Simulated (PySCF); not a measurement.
# Working out the electron affinity of F

F⁻ [Ne] (1S) → F [He] 2s2 2p5 (2P). Computed with PySCF 2.14 in dyall-acv3z, with no relativity, point nucleus. Frozen: nothing; the 5 highest virtual orbitals dropped. Energies in hartree (1 hartree = 27.21139 eV):

```tsv
part	F⁻ (lower)	F (upper)
UHF	-99.459264	-99.415956
MP2 opposite-spin	-0.270974	-0.209360
MP2 same-spin	-0.086975	-0.058077
```

What does Hartree-Fock give?

(-99.415956) − (-99.459264) = 0.043308 hartree = 1.178 eV.

What do MP2 and SCS-MP2 (6/5 opposite-spin, 1/3 same-spin) give?

The opposite-spin parts differ by 1.677 eV and the same-spin parts by 0.786 eV. MP2: 1.178 + (1.677) + (0.786) = 3.641 eV. SCS-MP2: 1.178 + 1.2 × (1.677) + (0.786)/3 = 3.452 eV.

A first-order spin-orbit estimate adds -0.017 eV to MP2 (valence and next inner shell), giving 3.624 eV against 3.401 eV (measured; photodetachment measurements, as compiled on the Wikipedia data page of electron affinities).

What remains against the reference includes basis incompleteness and correlation beyond second order.
